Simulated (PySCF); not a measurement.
C4H6O.
SMILES with atom numbers: `[CH2:1]=[C:2]=[CH:3][O:4][CH3:5]` (hydrogens: H6, H7 on C1; H8 on C3; H9, H10, H11 on C5)

The same species was optimised twice, with GFN2-xTB and with PBE0-D3(BJ)/def2-SVP (PySCF), and the same property calculations (PySCF, gas phase) were run on both structures.

```
     coordinate  GFN2-xTB  PBE0-D3(BJ)/def2-SVP  change
      C3–O4 (Å)     1.374                 1.355  -0.019
      C1–H7 (Å)     1.080                 1.097  +0.017
      C1–H6 (Å)     1.080                 1.097  +0.017
      C3–H8 (Å)     1.087                 1.100  +0.013
      C1=C2 (Å)     1.295                 1.308  +0.013
      C2=C3 (Å)     1.302                 1.315  +0.013
     C5–H11 (Å)     1.097                 1.106  +0.009
      C5–H9 (Å)     1.089                 1.098  +0.009
     C5–H10 (Å)     1.096                 1.105  +0.009
      O4–C5 (Å)     1.403                 1.401  -0.002
   C1–C2–C3 (°)     178.5                 177.5    -1.0
   O4–C5–H9 (°)     106.2                 107.2    +1.0
  H9–C5–H11 (°)     109.2                 108.6    -0.6
   C2–C3–H8 (°)     120.4                 119.8    -0.6
   H6–C1–H7 (°)     116.1                 116.7    +0.6
   C2–C3–O4 (°)     123.4                 123.8    +0.4
  H9–C5–H10 (°)     109.2                 108.7    -0.5
   C2–C1–H7 (°)     121.9                 121.5    -0.4
C2–C3–O4–C5 (°)      -178                  -161     +17
```

Rotational constants: A = 36485, B = 2296, C = 2223 MHz (GFN2-xTB) against A = 34719, B = 2290, C = 2230 MHz (PBE0-D3(BJ)/def2-SVP).

On the GFN2-xTB structure: HOMO (eV) -6.40 [PBE0/pcSseg-1]; LUMO (eV) -0.01 [PBE0/pcSseg-1]; dipole (D) 1.55 [PBE0/pcSseg-1]; GIAO shielding of C1 (ppm) 93.5 [PBE0/pcSseg-1]; GIAO shielding of C2 (ppm) -29.7 [PBE0/pcSseg-1]; GIAO shielding of C3 (ppm) 57.1 [PBE0/pcSseg-1]; GIAO shielding of O4 (ppm) 289.0 [PBE0/pcSseg-1]; GIAO shielding of C5 (ppm) 126.8 [PBE0/pcSseg-1].

**Question.** What do these properties become on the PBE0-D3(BJ)/def2-SVP structure?

**Answer.** 
| property | level | on GFN2-xTB | on PBE0-D3(BJ)/def2-SVP | change |
| --- | --- | --- | --- | --- |
| HOMO (eV) | PBE0/pcSseg-1 | -6.40 | -6.42 | -0.02 |
| LUMO (eV) | PBE0/pcSseg-1 | -0.01 | -0.03 | -0.02 |
| dipole (D) | PBE0/pcSseg-1 | 1.55 | 1.57 | +0.02 |
| energy, GFN2-xTB geometry as zero (kcal/mol) | PBE0/pcSseg-1 | 0.0 | -0.2 | -0.2 |
| GIAO shielding of C1 (ppm) | PBE0/pcSseg-1 | 93.5 | 90.9 | -2.6 |
| GIAO shielding of C2 (ppm) | PBE0/pcSseg-1 | -29.7 | -34.4 | -4.7 |
| GIAO shielding of C3 (ppm) | PBE0/pcSseg-1 | 57.1 | 56.5 | -0.6 |
| GIAO shielding of O4 (ppm) | PBE0/pcSseg-1 | 289.0 | 284.7 | -4.3 |
| GIAO shielding of C5 (ppm) | PBE0/pcSseg-1 | 126.8 | 125.2 | -1.6 |

The heavy atoms differ by 0.101 Å rms after alignment (one structure mirrored). Among all bonds C3–O4 changes most (-0.019 Å). Changes are differences of the printed values. Neither structure is proved a minimum here.

Conformer computed: `[CH2:1]=[C:2]=[CH:3][O:4][CH3:5]`: C2–C3–O4–C5 -161°.
